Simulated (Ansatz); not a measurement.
## Ansatz (development build ahead of 0.2.0) run

```yaml
crystal:
  periodic: [false, false, false]
  atoms:
    - { symbol: C, position_ang: [-0.00338, 0.00916, -0.66315] }
    - { symbol: C, position_ang: [0.00914, -0.004, 0.66595] }
    - { symbol: H, position_ang: [0.00192, -0.9226, -1.23547] }
    - { symbol: H, position_ang: [-0.0069, 0.92395, -1.24121] }
    - { symbol: H, position_ang: [0.0079, -0.926, 1.23696] }
    - { symbol: H, position_ang: [2.0e-05, 0.93758, 1.24797] }
basis:
  gaussian: { orbitals: STO-3G }
hamiltonian:
  xc: hf
correlation:
  method: mp2
  frozen_orbitals: { C: 1, H: 0 }
```

The input is written out in the form of the current development build from the run's settings.

Output:

```json
{
  "Converged": "yes",
  "Reference energy": "-77.07239 hartree",
  "Correlation energy": "-0.12222 hartree",
  "Total energy": "-77.19461 hartree",
  "Spin squared of the determinant": "0.000"
}
```
